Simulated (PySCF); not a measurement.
CH2F2, SMILES FCF (connectivity only; charge and spin as stated), charge +1, multiplicity 2. Coordinates come from a ωB97X-D3(BJ)/def2-TZVP optimisation. The spin state was assumed, not searched.

These are ωB97X-D3(BJ)/def2-TZVP run with PySCF values and carry that method's errors.

Harmonic wavenumbers (cm⁻¹): 597, 639, 994, 1061, 1090, 1274, 1459, 2144, 2514. Rotational constants (GHz): 55.83, 10.98, 9.643; symmetry number 2.

Work out the zero-point energy and the ideal-gas rigid-rotor harmonic-oscillator thermochemistry at 298.15 K and 1 atm.

ZPE = ½ Σ hcν = ½ × 11774 cm⁻¹ = 70.42 kJ/mol. H − E(el) = 81.42 kJ/mol. Entropy in J/(mol K): translation 158.03, rotation 84.29, vibration 4.69, spin 5.76, total 252.77. G − E(el) = 6.06 kJ/mol. Cp = 46.77 J/(mol K).
